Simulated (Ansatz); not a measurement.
Si₃H₅, relaxed as a doublet with UKS PBE0-D4/def2-TZVP in Ansatz, starting from the GFN1-xTB geometry. Force threshold 0.02 eV/Å.

The charge 0 doublet is spin-contaminated (final ⟨S²⟩ up to 0.87, 0.75 for a pure state). The relaxation made no stability test and no search for a lower SCF solution. The structure comes from a short search, and lower isomers may exist.

Start:

```xyz
8

Si   -0.9419   -0.2289   -1.3447
Si    1.0155   -0.5844   -0.2653
Si    0.6142    0.7497    1.5519
H    -1.2437   -0.0282   -2.7715
H    -0.7050    0.5208    2.1771
H     1.9211    0.2605   -1.0955
H     1.4215    0.4058    2.7473
H    -2.0817   -1.0952   -0.9993
```

(1) Estimate the energy that the relaxation releases and the steps that it takes.

(2) Does the start keep its bonding?

(3) Predict the relaxed structure.

Results:

(1) 51.3 kJ/mol, in 8 steps; 12 s on 4 threads of AMD EPYC 7B13 on a shared host. No frequencies were taken in this run, so the end may be a saddle point.

(2) By distances, no bond broke or formed. The bond that changes most is Si2–Si3, from 2.29 to 2.23 Å (atoms count from 1).

(3) 
```tsv
atom	x (Å)	y (Å)	z (Å)
Si1	-1.075	-0.133	-1.615
Si2	0.730	-0.137	-0.315
Si3	0.532	0.590	1.779
H4	-0.922	-0.632	-3.004
H5	-0.668	0.123	2.519
H6	1.987	0.266	-1.001
H7	1.748	0.540	2.629
H8	-2.332	-0.617	-0.992
```
Bond lengths: 2 × Si–Si 2.22 to 2.23 Å; 5 × H–Si 1.48 to 1.49 Å.
